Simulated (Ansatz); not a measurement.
For rhombohedral A7 Bi, PBE-D3(BJ) (Ansatz, a first-principles code, plane waves, PAW) gives:

```
Item                                   Value
------------------------------  ------------
equilibrium lattice constant a       4.532 Å
c axis length                       11.661 Å
cohesive energy                 2.98 eV/atom
```

Question: What does HSE06-D3(BJ) in Ansatz (PAW) give for the same quantities?

Answer: 
- lattice constant a: 4.455 Å (shrinks by 1.7 %)
- lattice parameter c: 11.551 Å (decreases by 0.9 %)
- cohesive energy: 2.96 eV/atom (stays essentially unchanged)

For comparison: lattice constant a 4.533 Å (measured, low temperature, zero-point motion not removed, hexagonal setting; as tabulated in Arnaud et al. (2016), arXiv:1602.08959); lattice parameter c 11.796 Å (measured, low temperature, zero-point motion not removed, hexagonal setting; as tabulated in Arnaud et al. (2016), arXiv:1602.08959).

Changes are worked out from the printed values.

Unless a cell is named, each level is at its own relaxed cell (PBE-D3(BJ) 34.58, HSE06-D3(BJ) 33.09 Å³/atom).

Levels without +SOC leave out spin–orbit coupling, which shifts energies and cells of such heavy elements.

Ansatz's density-functional and Hartree–Fock values are scalar-relativistic unless marked +SOC, with PAW data made under PBE.
